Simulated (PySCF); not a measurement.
CH5N. Atoms are numbered in the order given.

```xyz
7

C     -0.7067    -0.0174     0.0000
N      0.7492     0.1204     0.0000
H     -1.1149     0.4853     0.8783
H     -1.1149     0.4853    -0.8783
H     -1.0785    -1.0515     0.0000
H      1.1521    -0.3286     0.8136
H      1.1521    -0.3286    -0.8136
```
Charge 0, spin multiplicity 1.

Coordinates come from a B3LYP-D3(BJ)/def2-TZVP optimisation.

Computed with PySCF with ωB97X/def2-TZVPD.

ESP charges are fitted to the potential on shells at 1.4 to 2.0 van der Waals radii. Atomic charges (e):

| atom | meta-Löwdin | ESP fit |
|---|---|---|
| C1 | ? | 0.22 |
| N2 | ? | -0.91 |
| H3 | ? | 0.03 |
| H4 | ? | 0.03 |
| H5 | ? | -0.04 |
| H6 | ? | 0.34 |
| H7 | ? | 0.34 |

Some entries are withheld; supply them. (Estimate from the structure and the level; the computed values follow.)


- C1, meta-Löwdin: -0.23
- N2, meta-Löwdin: -0.51
- H3, meta-Löwdin: 0.11
- H4, meta-Löwdin: 0.11
- H5, meta-Löwdin: 0.09
- H6, meta-Löwdin: 0.21
- H7, meta-Löwdin: 0.21
